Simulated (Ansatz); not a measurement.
# OF2+ (doublet): basis-set convergence

An exercise on one series of results from a longer session: the logs are not shown, and one member is left open.

Computed with Ansatz 0.2.0, Gaussian basis. Level: one geometry, several basis sets.

Levels to be run: PBE0-D4/def2-SVP; ωB97M-V/def2-SVP; PBE0-D4/def2-QZVPP; ωB97M-V/def2-QZVPP; CCSD(T)/cc-pV(D+d)Z; CCSD(T)/cc-pV(T+d)Z; CCSD(T)/cc-pV(Q+d)Z; the functionals' def2-TZVPP values are taken from earlier runs.

### Structure used throughout

All runs share one geometry, relaxed beforehand with PBE0-D4 in a triple-zeta def2 set.

SMILES `F[O+]F`, 3 atoms, charge 1, spin multiplicity 2.

Atoms are counted from 1 here; the program's logs count them from 0.

Bond lengths: F1–O2 1.297 Å, O2–F3 1.297 Å. Angles: F1–O2–F3 108.0°.

Set-up of the first run:

in.yaml

```yaml
crystal:
  periodic: [false, false, false]
  atoms:
    - {symbol: F, position_ang: [0.920155, -0.309029, 0.473381]}
    - {symbol: O, position_ang: [0.000640, 0.505250, 0.055678]}
    - {symbol: F, position_ang: [-0.920794, -0.196210, -0.529070]}
basis:
  gaussian: {orbitals: def2-SVP}
total_charge: 1
magnetization: {spin_polarized: true, initial_magnetization: 1}
hamiltonian: {xc: pbe0, dispersion: d4}
output: {orbitals: {seedname: orbitals}}
```

Run with:

```
$ ansatz run in.yaml --threads 4 --pin off --events-out ev --progress --plain --max-ram 10444MiB
```

Steps of the session up to this table: PBE0-D4 in def2-SVP; ωB97M-V in def2-SVP; PBE0-D4 in def2-QZVPP; ωB97M-V in def2-QZVPP.

One of the session's tables, all rows but one given; the rest of the session is left out.

It belongs to the step «Functionals by basis». 

| functional | basis | HOMO (eV) | LUMO (eV) |
| --- | --- | --- | --- |
| PBE0-D4 | def2-SVP | -21.73 | -16.31 |
| PBE0-D4 | def2-TZVPP | -21.48 | -15.98 |
| PBE0-D4 | def2-QZVPP | -21.45 | -15.94 |
| ωB97M-V | def2-SVP | -24.08 | -13.86 |
| ωB97M-V | def2-TZVPP | ? | ? |
| ωB97M-V | def2-QZVPP | -23.82 | -13.53 |

Q: Estimate the row for ωB97M-V, def2-TZVPP from the others.

As computed: HOMO (eV): -23.84; LUMO (eV): -13.56. In the column «HOMO (eV)» it lies between ωB97M-V, def2-SVP (-24.08) and ωB97M-V, def2-QZVPP (-23.82).
